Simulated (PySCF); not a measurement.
**NaN+: bond curves at several levels of theory**

One job finds the state of NaN+, follows it along the bond with each method and fits the curves.

Computed with PySCF 2.14.0. Level: Na pcseg-1, N pcseg-1, no relativity.

## 1. Input

A driver script around PySCF takes these settings:

```yaml
atoms: Na, N
charge: 1
basis: Na pcseg-1, N pcseg-1
Hamiltonian: no relativity
basis_functions: 24
electrons_treated: 17
masses_in_u: 22.9898, 14.0031
levels: PBE0, PBE, r²SCAN, B97-3, M06, r²SCAN0, LC-ωPBE, HF, MP2, SCS-MP2, CCSD, CCSD(T)
grid: 80 radial by 434 angular points
occupations: held fixed by the projection of orbital angular momentum
dissociation_limit: Na+ + N, each in its ground configuration
starting_distance_in_angstrom: 2.330
values_of_2S_to_try: 1, 3
```

Started as:

```console
$ OMP_NUM_THREADS=1 python dia.py task.json out
```

Further steps of the session: First curve: PBE0; Excited determinants; PBE (GGA); r²SCAN (meta-GGA); B97-3; M06 (hybrid meta-GGA); r²SCAN0 (hybrid meta-GGA); LC-ωPBE (range-separated hybrid); UHF (mean field); Correlated methods on the Hartree–Fock reference.

**Question.** What will these runs give? Wanted: for each run, Re; ωe; De; μ.

As calculated:

Lowest PBE0 solution found, without spin–orbit coupling: ⁴Σ⁻ (quartet), unpaired electrons σ ↑, π ↑↑. State 2 has its PBE0 minimum 1.18 eV higher, as a spin-mixed determinant (⟨S²⟩ = 1.75), so this is no gap between pure states. State 3 has its PBE0 minimum 1.19 eV higher, as a spin-mixed determinant (⟨S²⟩ = 1.75), so this is no gap between pure states. The other levels ran on the lowest alone.

```csv
level,Re (Å),ωe (cm⁻¹),De (eV),μ (D)
UHF,2.811,107.3,0.081,-4.63
UHF-MP2,2.836,107.9,0.088,n/a
UHF-SCS-MP2,2.835,107.5,0.086,n/a
UHF-CCSD,2.837,108.8,0.090,n/a
UHF-CCSD(T),2.835,109.6,0.092,n/a
PBE,2.749,126.5,0.133,-4.37
r²SCAN,2.752,121.5,0.109,-4.44
PBE0,2.750,121.5,0.110,-4.44
r²SCAN0,2.743,120.8,0.102,-4.45
B97-3,2.818,101.5,0.079,-4.62
M06,2.897,94.4,0.088,-4.76
LC-ωPBE,2.784,116.1,0.100,-4.53
```

De is counted to Na+ + N in their ground configurations. A positive dipole points from Na to N; in an ion it is taken about the centre of mass and does not tell which atom is negative.

In words: The methods spread over 0.155 Å in bond length, from r²SCAN0 to M06. CCSD(T) can't serve as the judge here: for a weak bond in this basis it is far from its limit. Among the levels with a De in the table, it runs from 0.079 eV (B97-3) to 0.133 eV (PBE).

Correlated steps freeze 2 core orbitals. The bond is weak, and basis-set superposition, which was not computed, may be a sizeable part of it.
